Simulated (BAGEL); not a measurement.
# SiF2 (SMILES F[Si]F): HF/6-31G(d) (density fitting with qzvpp-jkfit, spherical functions)

What is the vertical singlet–triplet gap of SiF2 at HF/6-31G* (density fitting with qzvpp-jkfit, spherical functions)? 

Program for the calculation: BAGEL 1.2.2.

5 further runs of the same task are left out: 5 set aside as unsound or not needed. Runs told in other sessions of the task aren't counted.

## Step 1: The molecule

The species is SiF2 (3 atoms), meant as a singlet with charge 0. SMILES: `F[Si]F`. The shape is that of a PBE0-D4/def2-TZVP optimisation.

Bond lengths: F1–Si2 1.602 Å, Si2–F3 1.602 Å. Angles: F1–Si2–F3 100.6°.

## Step 2: A single-point energy at HF/6-31G(d) (density fitting with qzvpp-jkfit, spherical functions)

Contents of input.json:

```json
{ "bagel" : [

{
  "title" : "molecule",
  "basis" : "6-31gs.json",
  "df_basis" : "qzvpp-jkfit",
  "angstrom" : true,
  "geometry" : [
    { "atom" : "F", "xyz" : [    0.166300,    1.246800,    0.229400 ] },
    { "atom" : "Si", "xyz" : [   -0.594900,   -0.046400,   -0.330100 ] },
    { "atom" : "F", "xyz" : [    0.428600,   -1.200400,    0.100700 ] }
  ]
},
{
  "title" : "hf"
},
{
  "title" : "print",
  "file" : "orbitals.molden",
  "orbitals" : true
}

]}
```

The basis set 6-31G* is read from a file made from the Basis Set Exchange's data (not shown).

The run is started by

```bash
$ BAGEL_NUM_THREADS=1 BAGEL input.json > input.out
```

Output:

```text
* using 1 threads per process

  ===============================================================
  ===============================================================

  *** Geometry ***

  { "atom" : "F", "xyz" : [      0.314261,      2.356111,      0.433503 ] },
  { "atom" : "Si", "xyz" : [     -1.124198,     -0.087683,     -0.623799 ] },
  { "atom" : "F", "xyz" : [      0.809937,     -2.268427,      0.190295 ] },

  Number of auxiliary basis functions:      282

  Since a DF basis is specified, we compute 2- and 3-index integrals:
    o Being stored without compression. Storage requirement is 0.005 GB

  Number of basis functions:       46
  Number of electrons      :       32

    * METHOD: MOLECULE                             0.06

  *** RHF ***

  === Nuclear Repulsion ===
   100.6584136052

      * DIIS with orbital gradients will be used.

  === RHF iteration (6-31gs.json) ===
      0       -487.66463930          0.03522408           0.01
      1       -487.79217845          0.02432150           0.01
      2       -487.87970444          0.00122773           0.01
      3       -487.88045024          0.00025759           0.01
      4       -487.88048572          0.00006057           0.01
      5       -487.88048758          0.00000956           0.01
      6       -487.88048762          0.00000135           0.01
      7       -487.88048762          0.00000026           0.01
      8       -487.88048762          0.00000006           0.01
      9       -487.88048762          0.00000003           0.01
     10       -487.88048762          0.00000001           0.01
    * SCF iteration converged.

    * Permanent dipole moment:
           (    0.405430,     0.031609,     0.224965) a.u.

    * METHOD: HF                                   0.18

    * METHOD: PRINT                                0.01

  ===============================================================
```

Run time: 0.38 s. Hardware: 1 thread of Arm Neoverse V1, shared host.

## Step 3: The triplet

input.json: that of step 2 with these lines changed.

```diff
@@ -14,3 +14,4 @@
 {
-  "title" : "hf"
+  "title" : "uhf",
+  "nopen" : 2
 },
```

The basis set 6-31G* is read from a file made from the Basis Set Exchange's data (not shown).

The run is started by

```bash
$ BAGEL_NUM_THREADS=1 BAGEL input.json > input.out
```

Output:

```text
* using 1 threads per process

  ===============================================================
  ===============================================================

  *** Geometry ***

  { "atom" : "F", "xyz" : [      0.314261,      2.356111,      0.433503 ] },
  { "atom" : "Si", "xyz" : [     -1.124198,     -0.087683,     -0.623799 ] },
  { "atom" : "F", "xyz" : [      0.809937,     -2.268427,      0.190295 ] },

  Number of auxiliary basis functions:      282

  Since a DF basis is specified, we compute 2- and 3-index integrals:
    o Being stored without compression. Storage requirement is 0.005 GB

  Number of basis functions:       46
  Number of electrons      :       32

    * METHOD: MOLECULE                             0.06

  *** Open-shell HF ***

  === Nuclear Repulsion ===
   100.6584136052

      * DIIS with orbital gradients will be used.

  === UHF iteration (6-31gs.json) ===
      0       -487.56174603          0.06622906           0.02
      1       -487.70135987          0.04530864           0.02
      2       -487.75342430          0.02780797           0.02
      3       -487.78470671          0.00109828           0.02
      4       -487.78515331          0.00034248           0.02
      5       -487.78519818          0.00012489           0.03
      6       -487.78520768          0.00002608           0.03
      7       -487.78520868          0.00000951           0.03
      8       -487.78520889          0.00000389           0.02
      9       -487.78520893          0.00000122           0.02
     10       -487.78520893          0.00000045           0.03
     11       -487.78520893          0.00000010           0.03
     12       -487.78520893          0.00000003           0.03
     13       -487.78520893          0.00000001           0.02
     14       -487.78520893          0.00000001           0.02
    * SCF iteration converged.

    * S^2 (UHF) is 2.0026

    * Permanent dipole moment:
           (    1.014226,     0.079097,     0.562776) a.u.

    * METHOD: UHF                                  0.42

    * METHOD: PRINT                                0.01

  ===============================================================
```

Run time: 0.62 s. Hardware: 1 thread of Arm Neoverse V1, shared host.

## Step 4: Outcome

At HF/6-31G* (density fitting with qzvpp-jkfit, spherical functions):

| quantity | value |
| --- | --- |
| singlet: total energy | -487.88049 Eh |
| singlet: dipole moment | 1.18 D |
| singlet: HOMO energy | -10.91 eV |
| singlet: LUMO energy | 1.24 eV |
| singlet: HOMO–LUMO gap | 12.15 eV |
| triplet: total energy | -487.78521 Eh |
| triplet: dipole moment | 2.96 D |
| triplet: ⟨S²⟩ | 2.003 |
| vertical energy of the triplet above the singlet | 2.593 eV |

In words: At this shape the triplet lies 2.59 eV (250 kJ/mol) above the singlet.
